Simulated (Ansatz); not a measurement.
Stepwise reaction of silicon tetrafluoride with hydrogen, as a gas-phase model of exchange steps in deposition or etching. ΔE in kJ/mol; ΔG adds harmonic PBE0-D4 terms to CCSD(T)/CBS, at 1 bar.

Computed with Ansatz on PBE0-D4/def2-TZVP structures; ΔE is electronic, products minus reactants. CBS: MP2 limit from def2 TZ/QZ plus the TZ coupled-cluster correction, frozen cores. This one scheme is used for every species. DFT in def2-TZVPP. B3LYP here is the variant with VWN-RPA as its local correlation; programs differ in this.

```
step                              reaction  PBE-D4  B3LYP-D4  ωB97M-V  CCSD(T)/CBS  ΔG(400 K)
   2  `F[SiH](F)F` + H₂ → `F[SiH2]F` + H–F   133.2     140.5    142.0        139.4      138.3
   3     `F[SiH2]F` + H₂ → `F[SiH3]` + H–F   125.9     133.6    134.4        131.8      133.0
   4           `F[SiH3]` + H₂ → SiH₄ + H–F    97.2     107.3    107.1        105.4      109.5
```

**Question.** Give the row of step 1, `F[Si](F)(F)F` + H₂ → `F[SiH](F)F` + H–F. (An estimate is asked.)

**Answer.** Computed: 
```json
{"step": "1", "reaction": "`F[Si](F)(F)F` + H₂ → `F[SiH](F)F` + H–F", "PBE-D4": "114.8", "B3LYP-D4": "123.1", "ωB97M-V": "125.0", "CCSD(T)/CBS": "123.4", "ΔG(400 K)": "119.2"}
```

**Question.** By hand: ΔE of the 4 steps together at CCSD(T)/CBS.

**Answer.** (123.4) + (139.4) + (131.8) + (105.4) = 500.0 kJ/mol, or 125.0 kJ/mol a step.

In ΔE step 4 is the lowest and step 2 the highest. All are uphill at CCSD(T)/CBS. ΔG lies between 109.5 and 138.3 kJ/mol a step. PBE-D4 differs from CCSD(T)/CBS by -8.6 to -5.9 kJ/mol a step. Isolated molecules leave out the surface, adducts and barriers. Largest T1 diagnostic: 0.012.
